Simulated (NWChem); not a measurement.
System: BeH cation; SMILES [BeH+]

NWChem input:

```
start job
memory heap 200 mb stack 900 mb global 1100 mb
charge 1
geometry units angstroms noautoz
  Be     0.000000     0.000000     0.251857
  H      0.000000     0.000000    -1.090495
end
basis spherical
  Be library def2-tzvp
  H library def2-tzvp
end
dft
  xc xcamb88 1.00 lyp 0.81 vwn_5 0.19 hfexch 1.00
  cam 0.33 cam_alpha 0.19 cam_beta 0.46
  iterations 150
  mulliken
end
task dft energy
```

Geometry: optimised at PBE-D3(BJ)/def2-SVP.

### Question
What results follow from this input? (CAM-B3LYP/def2-TZVP.) Quantities: energy (Ha); highest occupied level (eV); orbital gap (eV).

### Answer
energy (Ha): -14.93
highest occupied level (eV): -18.60
orbital gap (eV): 8.74
